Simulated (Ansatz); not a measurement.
Total energies of Si₃H₅ from Ansatz at PBE-D4/def2-TZVP, gas phase (1 Eh = 27.2114 eV = 2625.5 kJ/mol). The reference geometry is relaxed at PBE0-D4/def2-TZVP.

```csv
atom,x (Å),y (Å),z (Å)
Si1,1.6599,0.1302,-0.3640
Si2,-0.5186,0.1291,-1.1149
Si3,0.0239,-0.5030,1.1294
H4,-0.3105,-1.9384,1.3137
H5,1.8039,1.5814,0.0096
H6,-1.0690,-1.0543,-1.8237
H7,-0.3339,0.2904,2.3326
H8,-1.2557,1.3646,-1.4827
```

| state | geometry | energy (Eh) |
| --- | --- | --- |
| charge 0 doublet | reference | -870.98499 |
| charge 1 singlet | reference | -870.69574 |
| charge 0 quartet | relaxed at PBE0-D4/def2-TZVP | -870.91956 |
| free Si atom (triplet) | – | -289.22285 |
| free H atom (doublet) | – | -0.49962 |

Q: Work out the vertical ionisation energy to the singlet.

A: E(charge 1 singlet) − E(charge 0 doublet) = -870.69574 − (-870.98499) = 0.28925 Eh = 7.87 eV. For comparison, −ε of the highest occupied level of the spin that leaves is 5.18 eV at this level, 2.69 eV less.

Q: Which of the charge 0 states is lowest, and how far above it are the others?

A: The doublet. quartet: -870.91956 − (-870.98499) = 0.06543 Eh = 171.8 kJ/mol. The quartet differs in its bonds from the reference.

Q: What is the binding energy per atom against free atoms?

A: Atoms: 3 × (-289.22285) + 5 × (-0.49962) = -870.16665 Eh. Binding: -870.16665 − (-870.98499) = 0.81834 Eh = 22.27 eV, or 2.78 eV for each of 8 atoms (no zero-point energy, no counterpoise term).

The restricted singlet is unstable towards broken spin symmetry in Hartree–Fock (as tested in another run); at PBE-D4/def2-TZVP this wasn't settled. 

The structure comes from a short search, and lower isomers may exist.
